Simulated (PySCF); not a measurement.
## Frontier levels across methods

Species: C4H9Cl.
Structure used (PBE0-D3(BJ)/def2-SVP), in Å, numbered top down from 1:
```xyz
14
C4H9Cl angstrom
C     -1.2793    0.6960    0.0439
C      0.0305   -0.0205    0.3263
C      1.2249    0.7678   -0.1844
C      0.0219   -1.4417   -0.2110
Cl     0.2000   -0.1353    2.1448
H     -1.4242    0.7893   -1.0448
H     -2.1297    0.1381    0.4612
H     -1.2779    1.7043    0.4819
H      1.2449    1.7767    0.2518
H      2.1670    0.2616    0.0702
H      1.1659    0.8631   -1.2809
H     -0.0799   -1.4234   -1.3084
H     -0.8188   -2.0139    0.2065
H      0.9559   -1.9629    0.0428
```

Basis pcSseg-1 throughout (PySCF), one geometry. Geometry: PBE0-D3(BJ)/def2-SVP; no solvent, vibrations or thermal averaging.

Question: How do the orbital energies, the gap and the dipole change with the method?

Answer: 
| method | kind | HOMO (eV) | LUMO (eV) | gap (eV) | μ (D) | SCF cycles |
| --- | --- | --- | --- | --- | --- | --- |
| BLYP | GGA | -6.65 | -0.20 | 6.45 | 2.16 | 14 |
| B97-D | GGA | -6.80 | -0.23 | 6.57 | 2.24 | 13 |
| OPBE | GGA | -6.81 | -0.24 | 6.57 | 2.25 | 14 |
| PBE | GGA | -6.81 | -0.33 | 6.48 | 2.20 | 14 |
| BP86 | GGA | -6.92 | -0.41 | 6.51 | 2.24 | 14 |
| KT2 | GGA | -6.93 | -0.38 | 6.55 | 2.22 | 13 |
| KT3 | GGA | -6.93 | -0.35 | 6.57 | 2.19 | 13 |
| LDA | LDA | -6.93 | -0.53 | 6.40 | 2.24 | 13 |
| B3LYP | global hybrid | -7.96 | 0.51 | 8.47 | 2.26 | 12 |
| PBE0 | global hybrid | -8.24 | 0.76 | 9.00 | 2.32 | 12 |
| mPW1PW91 | global hybrid | -8.27 | 0.75 | 9.02 | 2.34 | 12 |
| HF | Hartree–Fock | -11.58 | 4.07 | 15.65 | 2.58 | 10 |

The HOMO spans 4.93 eV, from BLYP down to HF, and the gap runs from 6.40 eV (LDA) to 15.65 eV (HF). Over the methods BLYP (0 %), B97-D (0 %), OPBE (0 %), PBE (0 %), BP86 (0 %), KT2 (0 %), KT3 (0 %), LDA (0 %), B3LYP (20 %), PBE0 (25 %), mPW1PW91 (25 %), HF (100 %), a straight line through the gap against the share of exact exchange rises by 0.92 eV for each 10 % (correlation coefficient 0.999). The dipole ranges from 2.16 D (BLYP) to 2.58 D (HF). This basis has no diffuse functions.

Reference dipole: 2.13 D (measured, gas; NIST CCCBDB Release 22 (SRD 101), experimental dipoles); nearest here: BLYP (2.16 D). 

The vertical ΔSCF ionisation energy at CAM-B3LYP/def2-SVPD is 10.75 eV; −ε(HOMO) comes closest to it with HF (11.58 eV).
